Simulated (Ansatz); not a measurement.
**C2H6N radical: up Jacob's ladder to CCSD(T)**

Aim: compute C2H6N radical with functionals from several rungs and with coupled cluster. The yardstick is the atomisation energy at the CCSD(T) limit.

The runs use Ansatz 0.2.0, Gaussian basis; functionals in def2-TZVPP, the program's frozen cores in correlated methods.

Levels to be run: LDA (SPW92), PBE-D4, revPBE-D4, BLYP-D4, r2SCAN-D4, B97M-V, PBE0-D4, B3LYP-D4, r2SCANh-D4, r2SCAN0-D4, HSE06-D4, BHLYP-D4, CAM-B3LYP-D4, LC-ωPBE, ωB97X-V, ωB97M-V, B2PLYP, PBE-QIDH; CCSD(T)/def2-SVP; CCSD(T)/def2-TZVPP; MP2/def2-QZVPP; extrapolation to the limit; RPA on PBE.

## Step 1: Structure used throughout

All runs share one geometry, relaxed beforehand with PBE0-D4 in a triple-zeta def2 set.

9 atoms, charge 0, spin multiplicity 2.

Atoms are counted from 1 here; the program's logs count them from 0.

Bond lengths: C1–N2 1.427 Å, C1–H4 1.102 Å, C1–H5 1.091 Å, C1–H6 1.102 Å, N2–C3 1.427 Å, C3–H7 1.102 Å, C3–H8 1.091 Å, C3–H9 1.102 Å. Angles: N2–C1–H4 111.2°, N2–C1–H5 110.8°, N2–C1–H6 111.2°, H4–C1–H5 108.7°, H4–C1–H6 106.1°, H5–C1–H6 108.7°, C1–N2–C3 111.8°, N2–C3–H7 111.1°, N2–C3–H8 110.8°, N2–C3–H9 111.3°, H7–C3–H8 108.7°, H7–C3–H9 106.1°, H8–C3–H9 108.8°.

As a file:

```xyz
9
charge 0, multiplicity 2
C    -0.23748    0.85713   -0.78071
N     0.44906   -0.38541   -0.63272
C     0.30609   -0.91533    0.68483
H    -1.31268    0.74654   -0.56776
H    -0.11930    1.24637   -1.79287
H     0.13882    1.60741   -0.06721
H    -0.75385   -1.08766    0.93081
H     0.84532   -1.85845    0.78310
H     0.68401   -0.21061    1.44251
```

## Step 2: LDA

This LDA is Slater exchange with PW92 correlation.

in.yaml

```yaml
crystal:
  periodic: [false, false, false]
  atoms:
    - {symbol: C, position_ang: [-0.237479, 0.857130, -0.780708]}
    - {symbol: N, position_ang: [0.449061, -0.385412, -0.632720]}
    - {symbol: C, position_ang: [0.306087, -0.915331, 0.684825]}
    - {symbol: H, position_ang: [-1.312678, 0.746542, -0.567755]}
    - {symbol: H, position_ang: [-0.119297, 1.246372, -1.792866]}
    - {symbol: H, position_ang: [0.138816, 1.607407, -0.067206]}
    - {symbol: H, position_ang: [-0.753853, -1.087656, 0.930809]}
    - {symbol: H, position_ang: [0.845322, -1.858453, 0.783100]}
    - {symbol: H, position_ang: [0.684010, -0.210609, 1.442510]}
basis:
  gaussian: {orbitals: def2-TZVPP}
magnetization: {spin_polarized: true, initial_magnetization: 1}
hamiltonian: {xc: lda}
output: {orbitals: {seedname: orbitals}}
```

After this run come: PBE-D4 (GGA); revPBE-D4 (GGA); BLYP-D4 (GGA); r2SCAN-D4 (meta-GGA); B97M-V (meta-GGA); PBE0-D4 (hybrid); B3LYP-D4 (hybrid); r2SCANh-D4 (hybrid); r2SCAN0-D4 (hybrid); HSE06-D4 (hybrid); BHLYP-D4 (hybrid); CAM-B3LYP-D4 (range-separated); LC-ωPBE-D4 (range-separated); ωB97X-V (range-separated); ωB97M-V (range-separated); B2PLYP (double hybrid); PBE-QIDH (double hybrid); CCSD(T) in def2-SVP; CCSD(T) in def2-TZVPP; MP2 in def2-QZVPP; RPA on PBE orbitals.

Q: Predict the results of all the runs planned. Wanted: atomisation energy, CCSD(T)/CBS; farthest beyond LDA; mean size of error, GGA; mean size of error, meta-GGA; mean size of error, hybrid; mean size of error, range-separated; mean size of error, double hybrid; gap, smallest and largest; T1 diagnostic.

The runs gave:

| quantity | value |
| --- | --- |
| atomisation energy, CCSD(T)/CBS | 3210.9 kJ/mol |
| functionals within 16.1 kJ/mol (0.5 %) | r2SCANh-D4, LC-ωPBE, B2PLYP, PBE-QIDH |
| farthest beyond LDA | PBE-D4 (+91.2 kJ/mol) |
| mean size of error, GGA | 47.6 kJ/mol |
| mean size of error, meta-GGA | 21.8 kJ/mol |
| mean size of error, hybrid | 31.1 kJ/mol |
| mean size of error, range-separated | 25.4 kJ/mol |
| mean size of error, double hybrid | 12.3 kJ/mol |
| gap, smallest and largest | 1.55 eV (LDA (SPW92)), 10.59 eV (LC-ωPBE) |
| T1 diagnostic | 0.0135 |
| triples share of the correlation energy | 3.5 % |

**Reading.** The LDA atomisation energy is off by 467.7 kJ/mol (15 %): it overbinds. PBE-D4 is off by +91.2 kJ/mol. Double hybrids carry the basis error of their MP2 part in triple zeta, and no dispersion term here, so their miss is partly the set-up's. By mean error the best rung here is double hybrid (12.3 kJ/mol) and the worst beyond LDA is GGA (47.6 kJ/mol). The reference freezes the cores and leaves out relativity and excitations past (T), so misses under about 16.1 kJ/mol can't be ranked. Hartree-Fock recovers 73 % of the binding; the rest is correlation. CCSD(T) in def2-SVP is off by -154.7 kJ/mol, which most functionals beat. Orbital gaps span 1.5 to 10.6 eV; exact exchange widens them.
